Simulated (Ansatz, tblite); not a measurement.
# (NaH)4 cube (Na₄H₄): one state, many levels

An exercise on one series of results from a longer session: the logs are not shown, and one member is left open.

Method: as each input shows; program: Ansatz 0.2.0, Gaussian basis.

Plan: GFN1-xTB, GFN2-xTB, PBE-D4/def2-TZVP, r2SCAN-D4/def2-TZVP, ωB97M-V/def2-TZVP, B97M-V/def2-TZVP, ωB97X-V/def2-TZVP, PBE-D4/def2-SVP, PBE0-D4/def2-SVP, HF/STO-3G, CCSD(T)/def2-TZVP, RPA/def2-TZVP.

2 further runs of the same task are left out: 2 set aside as unsound or not needed.

**The relaxed structure**

The geometry is that of the singlet, from an earlier relaxation (PBE0-D4/def2-SVP).

8 atoms, charge 0, spin multiplicity 1.

Bond lengths: Na1–Na2 3.075 Å, Na1–Na3 3.075 Å, Na1–Na4 3.075 Å, Na1–H5 2.221 Å, Na1–H6 2.221 Å, Na1–H7 2.221 Å, Na2–Na3 3.075 Å, Na2–Na4 3.075 Å, Na2–H5 2.221 Å, Na2–H6 2.221 Å, Na2–H8 2.221 Å, Na3–Na4 3.075 Å, Na3–H6 2.221 Å, Na3–H7 2.221 Å, Na3–H8 2.221 Å, Na4–H5 2.221 Å, Na4–H7 2.221 Å, Na4–H8 2.221 Å. Angles: Na2–Na1–Na3 60.0°, Na2–Na1–Na4 60.0°, Na2–Na1–H5 46.2°, Na2–Na1–H6 46.2°, Na2–Na1–H7 91.7°, Na3–Na1–Na4 60.0°, Na3–Na1–H5 91.7°, Na3–Na1–H6 46.2°, Na3–Na1–H7 46.2°, Na4–Na1–H5 46.2°, Na4–Na1–H6 91.7°, Na4–Na1–H7 46.2°, H5–Na1–H6 92.3°, H5–Na1–H7 92.3°, H6–Na1–H7 92.3°, Na1–Na2–Na3 60.0°, Na1–Na2–Na4 60.0°, Na1–Na2–H5 46.2° and more.

PBE0-D4/def2-TZVP was run before; its log isn't repeated, and its numbers join the tables.

The first run:

Tight binding, by tblite at 300 K electronic temperature and without a spin-polarisation term:

```python
tblite.interface.Calculator('GFN1-xTB', numbers, positions, charge=0, uhf=0).singlepoint()
```

Tight binding, by tblite at 300 K electronic temperature and without a spin-polarisation term:

```python
tblite.interface.Calculator('GFN2-xTB', numbers, positions, charge=0, uhf=0).singlepoint()
```

start.molden holds the orbitals of an earlier run on this state, given as this run's starting guess.

File in.yaml:

```yaml
crystal:
  periodic: [false, false, false]
  atoms:
    - {symbol: Na, position_ang: [-0.686214, 0.795301, 1.563072]}
    - {symbol: Na, position_ang: [-0.294499, -1.859112, 0.060426]}
    - {symbol: Na, position_ang: [-0.868061, 0.724479, -1.506043]}
    - {symbol: Na, position_ang: [1.848789, 0.339314, -0.117460]}
    - {symbol: H, position_ang: [0.904755, -0.754971, 1.569500]}
    - {symbol: H, position_ang: [-1.926753, -0.353574, 0.122313]}
    - {symbol: H, position_ang: [0.306878, 1.937499, -0.062865]}
    - {symbol: H, position_ang: [0.715095, -0.828935, -1.628943]}
basis:
  gaussian: {orbitals: def2-TZVP, initial_orbitals: start.molden}
hamiltonian: {xc: pbe, dispersion: d4}
scf: {omitted_lower_state_checks: [starts]}
output: {forces: true, orbitals: {seedname: orbitals}}
```

Started as:

```
> ansatz run in.yaml --threads 2 --pin off --events-out ev --progress --plain --max-ram 4352MiB
```

Steps of the session up to this table: PBE-D4/def2-TZVP; r2SCAN-D4/def2-TZVP; ωB97M-V/def2-TZVP; B97M-V/def2-TZVP; ωB97X-V/def2-TZVP; PBE-D4/def2-SVP; PBE0-D4/def2-SVP; HF/STO-3G; CCSD(T)/def2-TZVP; RPA/def2-TZVP.

One table of the session follows, with a row left open; its other results are not shown here.

It belongs to the step «Levels side by side». 

| level | HOMO (eV) | LUMO (eV) | gap (eV) |
| --- | --- | --- | --- |
| HF/STO-3G | -2.90 | 13.89 | 16.79 |
| PBE-D4/def2-SVP | -4.43 | -0.64 | 3.79 |
| PBE-D4/def2-TZVP | -4.46 | -0.71 | 3.75 |
| r2SCAN-D4/def2-TZVP | -4.61 | -0.06 | 4.55 |
| B97M-V/def2-TZVP | -4.80 | -0.57 | 4.22 |
| PBE0-D4/def2-SVP | -5.47 | -0.11 | 5.36 |
| PBE0-D4/def2-TZVP | -5.50 | -0.21 | 5.29 |
| ωB97X-V/def2-TZVP | ? | ? | ? |
| ωB97M-V/def2-TZVP | -7.63 | 0.31 | 7.94 |

Q: Estimate the row for ωB97X-V/def2-TZVP from the others.

The run gave: HOMO (eV): -7.83; LUMO (eV): 0.81; gap (eV): 8.65. In the column «HOMO (eV)» it is the lowest.
